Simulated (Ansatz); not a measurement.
Results of PBEsol (Ansatz, a program for electronic structure, PAW) for fcc Au.

Run with plane-wave cutoff 500 eV, 30×30×30 k mesh, Fermi–Dirac smearing 0.1 eV, scalar-relativistic PAW data made under PBE.

Computed at the level's own relaxed cell.

**Question.** What does this level give for the volume per atom and lattice parameter a?

**Answer.** 
volume per atom: 17.02 Å³/atom
lattice parameter a: 4.083 Å

Measured, for comparison: equilibrium volume per atom 16.76 Å³/atom, lattice constant a 4.062 Å (static lattice: zero-point anharmonic expansion removed; as tabulated in Mejia-Rodriguez and Trickey (2018), arXiv:1807.09216). Computed (rounded) less measured: equilibrium volume per atom +1.6 %, lattice constant a +0.5 %.

Spin–orbit coupling is not included; it can shift volumes and moduli of such heavy elements.

Computed values are for the static lattice.
